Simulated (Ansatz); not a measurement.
**H₄NOSi radical: one species, many methods**

How much do the methods differ for H₄NOSi radical? The plan is to run it at one geometry with functionals of several rungs and with coupled cluster, and see how far each lands from CCSD(T) at the basis-set limit for the atomisation energy.

Computed with Ansatz 0.2.0, Gaussian basis. Level: functionals in def2-TZVPP, the program's frozen cores in correlated methods.

Levels to be run: LDA (SPW92), PBE-D4, revPBE-D4, BLYP-D4, r2SCAN-D4, B97M-V, PBE0-D4, B3LYP-D4, r2SCANh-D4, r2SCAN0-D4, HSE06-D4, BHLYP-D4, CAM-B3LYP-D4, LC-ωPBE, ωB97X-V, ωB97M-V, B2PLYP, PBE-QIDH; CCSD(T)/def2-SVP; CCSD(T)/def2-TZVPP; CCSD(T)/def2-QZVPP; extrapolation to the limit; RPA on PBE.

### 1 Structure used throughout

An earlier PBE0-D4 in a triple-zeta def2 set relaxation fixed the geometry.

SMILES `N[SiH2][O]`, 7 atoms, charge 0, spin multiplicity 2.

Atoms are counted from 1 here; the program's logs count them from 0.

Bond lengths: N1–Si2 1.699 Å, N1–H4 1.006 Å, N1–H5 1.007 Å, Si2–O3 1.658 Å, Si2–H6 1.490 Å, Si2–H7 1.485 Å. Angles: Si2–N1–H4 121.2°, Si2–N1–H5 122.3°, H4–N1–H5 111.7°, N1–Si2–O3 120.6°, N1–Si2–H6 109.6°, N1–Si2–H7 106.8°, O3–Si2–H6 98.7°, O3–Si2–H7 106.9°, H6–Si2–H7 114.5°.

### 2 LDA

This LDA is Slater exchange with PW92 correlation.

in.yaml

```yaml
crystal:
  periodic: [false, false, false]
  atoms:
    - {symbol: N, position_ang: [-0.904942, 0.160659, -0.547202]}
    - {symbol: Si, position_ang: [0.579449, -0.013268, 0.261876]}
    - {symbol: O, position_ang: [0.850931, -1.312010, 1.256013]}
    - {symbol: H, position_ang: [-1.062281, -0.265284, -1.445406]}
    - {symbol: H, position_ang: [-1.768392, 0.325340, -0.056461]}
    - {symbol: H, position_ang: [0.731446, 1.076719, 1.267060]}
    - {symbol: H, position_ang: [1.635089, -0.040255, -0.781580]}
basis:
  gaussian: {orbitals: def2-TZVPP}
magnetization: {spin_polarized: true, initial_magnetization: 1}
hamiltonian: {xc: lda}
output: {orbitals: {seedname: orbitals}}
```

Run with:

```bash
$ ansatz run in.yaml --threads 2 --pin off --events-out ev --progress --plain --max-ram 31744MiB --backend cpu
```

After this run come: PBE-D4 (GGA); revPBE-D4 (GGA); BLYP-D4 (GGA); r2SCAN-D4 (meta-GGA); B97M-V (meta-GGA); PBE0-D4 (hybrid); B3LYP-D4 (hybrid); r2SCANh-D4 (hybrid); r2SCAN0-D4 (hybrid); HSE06-D4 (hybrid); BHLYP-D4 (hybrid); CAM-B3LYP-D4 (range-separated); LC-ωPBE (range-separated); ωB97X-V (range-separated); ωB97M-V (range-separated); B2PLYP (double hybrid); PBE-QIDH (double hybrid); CCSD(T) in def2-SVP; CCSD(T) in def2-TZVPP; CCSD(T) in def2-QZVPP; RPA on PBE orbitals.

**Question.** What will the summary of the whole plan be? Wanted: atomisation energy, CCSD(T)/CBS; farthest beyond LDA; mean size of error, GGA; mean size of error, meta-GGA; mean size of error, hybrid; mean size of error, range-separated; mean size of error, double hybrid; gap, smallest and largest; T1 diagnostic.

The runs gave:

| quantity | value |
| --- | --- |
| atomisation energy, CCSD(T)/CBS | 23.330 eV |
| functionals within 0.117 eV (0.5 %) | r2SCAN-D4, B97M-V |
| farthest beyond LDA | BHLYP-D4 (-0.598 eV) |
| mean size of error, GGA | 0.274 eV |
| mean size of error, meta-GGA | 0.072 eV |
| mean size of error, hybrid | 0.306 eV |
| mean size of error, range-separated | 0.191 eV |
| mean size of error, double hybrid | 0.378 eV |
| gap, smallest and largest | 0.16 eV (LDA (SPW92)), 9.10 eV (LC-ωPBE) |
| T1 diagnostic | 0.0178 |
| triples share of the correlation energy | 3.2 % |

What this shows: The LDA atomisation energy is off by 3.344 eV (14 %): it overbinds. PBE-D4 is off by +0.309 eV. Double hybrids carry the basis error of their MP2 part in triple zeta, and no dispersion term here, so their miss is partly the set-up's. Taken by rung, meta-GGA functionals do best (0.072 eV on average) and double hybrid ones worst beyond LDA (0.378 eV). Misses under about 0.117 eV are within the doubt on the reference itself, which lacks core-valence correlation, relativity and higher excitations. Hartree-Fock recovers 70 % of the binding; the rest is correlation. CCSD(T) in def2-SVP is off by -2.229 eV, which most functionals beat. Orbital gaps span 0.2 to 9.1 eV; exact exchange widens them.
